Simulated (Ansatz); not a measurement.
Calculated with Ansatz (gas phase, PBE0-D4/def2-TZVP geometries, no zero-point term in ΔE). CCSD(T)/CBS adds triple-zeta CCSD(T) − MP2 to the extrapolated MP2 energy (def2 sets, frozen cores). DFT in def2-TZVPP. HSE06 is defined as in plane-wave codes. One conformer a species, not always the lowest.

Consider the substitution at a C–C bond: `CCCCCCC` + `CCS` → `CCCSCC` + `CCCC`.

| level | ΔE (kJ/mol) | difference from CCSD(T)/CBS |
| --- | --- | --- |
| revPBE-D4 | -6.1 | -5.5 |
| BLYP-D4 | -6.3 | -5.7 |
| BLYP | -2.3 | -1.7 |
| r2SCAN | -2.9 | -2.3 |
| r2SCANh | -2.1 | -1.5 |
| HSE06 | -0.9 | -0.3 |
| CAM-B3LYP | 1.8 | 2.4 |
| CCSD(T)/def2-TZVPP | 1.5 | 2.1 |
| SCS-MP2/def2-QZVPP | -1.6 | -1.0 |
| HF/CBS(def2) | 5.7 | 6.3 |
| CCSD(T)/CBS | -0.6 | 0 |

Largest T1 diagnostic among the species: 0.009.

Leaving LDA and LC-ωPBE aside and taking each functional with its dispersion term where it has one, the values, not all of them listed here, spread over 6.1 kJ/mol, from BLYP-D4 to CAM-B3LYP-D4. At CCSD(T), def2-SVP lies +10.3 kJ/mol from the extrapolated value and def2-TZVPP +2.1 kJ/mol.
